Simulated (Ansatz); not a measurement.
C3H4N2 can be A, `NC1=C=CN1`, or B, `CN=C=C=N`.

Calculated with Ansatz (gas phase, PBE0-D4/def2-TZVP geometries, no zero-point term in ΔE). CCSD(T)/CBS adds triple-zeta CCSD(T) − MP2 to the extrapolated MP2 energy (def2 sets, frozen cores). Functionals use def2-TZVPP. B3LYP here is the variant with VWN-RPA as its local correlation; programs differ in this. Each species was taken in one conformer, which may not be the lowest.

A:

Z-matrix (Å, degrees):
```
C
C 1 1.439
C 1 1.722 2 50.4
N 1 1.319 2 130.7 3 -144.4
N 1 1.421 2 103.2 3 19.5
H 3 1.088 1 156.5 2 -122.3
H 4 1.005 1 122.4 2 169.0
H 4 1.006 1 118.2 2 -12.0
H 5 1.028 1 112.7 2 -128.6
```

B:

```xyz
9

C     1.3718   -1.0483    0.5286
N     0.3468   -0.1016    0.9155
C    -0.4157    0.3644    0.0630
C    -1.3461    1.0271   -0.5262
N    -2.1093    1.4927   -1.3829
H     1.3797   -1.2775   -0.5407
H     1.2223   -1.9648    1.1049
H     2.3406   -0.6413    0.8293
H    -2.7900    2.1493   -0.9916
```

(1) Which is lower in electronic energy at CCSD(T)/CBS, and by how much? (Estimate.)

(2) Give E(B) − E(A) in kJ/mol with PBE0-D4, r2SCAN-D4, CCSD(T)/def2-TZVPP, B3LYP-D4, PBE-D4, ωB97M-V, B3LYP. (An estimate is asked.)

(3) Does the order hold for the free energy at 298.15 K (harmonic terms from PBE0-D4)? (Best estimate.)

Largest T1 diagnostic: 0.016.

Answers

(1) The calculation gave: B, by 135.8 kJ/mol.

(2) Computed: PBE0-D4 -132.5, r2SCAN-D4 -151.8, CCSD(T)/def2-TZVPP -144.0, B3LYP-D4 -169.2, PBE-D4 -155.7, ωB97M-V -125.0, B3LYP -172.7. None reverses the order clearly.

(3) The calculation gave: Yes: G(B) − G(A) = -143.9 kJ/mol, for one conformer each.

From PBE to PBE0 (25 % exact exchange), in def2-TZVPP and without D4, E(B) − E(A) moves by +23.8 kJ/mol. Leaving LDA and LC-ωPBE aside and taking each functional with its dispersion term where it has one, the values, not all of them listed here, spread over 70.3 kJ/mol, from BLYP-D4 to PBE-QIDH. LDA lies +26.8 kJ/mol from PBE without D4.
